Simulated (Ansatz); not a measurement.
## Bulk modulus of some cubic elemental metals

Method: r²SCAN50 in Ansatz (plane waves, PAW). References are measured values corrected to a static lattice. The table is a random draw of 8 from 9 solids with such references.

Values in GPa.

```
solid          reference  r²SCAN50  error (%)
------  ----------------  --------  ---------
fcc Sr              12.5      12.5        0.0
bcc Li  13.8 (13.1–13.9)      12.1      -12.3
bcc Mo     265 (265–278)       325        +23
bcc W      312 (300–328)       350      +12.2
bcc Na               7.9      7.31       -7.5
fcc Ir               365       450        +23
bcc Cs  2.11 (2.11–2.35)      1.90      -10.0
fcc Cu               144       119      -17.4
```

Over these 8 solids the mean error is +1.4 %, the mean absolute error 13.2 % (median 12.2 %), and the worst case fcc Ir at +23 %; the value is below the reference in 4 of 8 cases. Over all 9, from unrounded values, the mean error is +7.8 % and the mean absolute error 18.3 % (median 12.4 %).

All these references are brought to a static lattice.

Spin–orbit coupling is left out, also for the solids with elements from indium on (bcc W, fcc Ir, bcc Cs); its size isn't shown.

Exact exchange on metals is sensitive to the k mesh.

Brackets give the range of the sources taken for a reference, where it is wide; it can hold other temperatures.

Differences are worked out from the printed values.

Each level is taken at its own relaxed cell. Ansatz's density-functional and Hartree–Fock values are scalar-relativistic unless marked +SOC, with PAW data made under PBE.

Ansatz's runs of these crystals have no spin polarisation.

Not in this set, of the elemental metals with a reference value in our tables and a result at some level: 26 for no value at r²SCAN50 (not run, a failed fit, an unstable or unbound cell, or a value held back for tests); 6 for sources at odds; 3 for a reference at room or unstated temperature. These can be a level's best or worst cases. Solids without a released value at any level aren't counted. Layered and molecular crystals are counted apart. The metals Ce to Yb are counted apart.

References as tabulated in Levämäki et al. (2014), arXiv:1402.3671; doi:10.1021/acs.jctc.3c00612; Mejia-Rodriguez and Trickey (2018), arXiv:1807.09216.

Ansatz is a program for electronic structure.
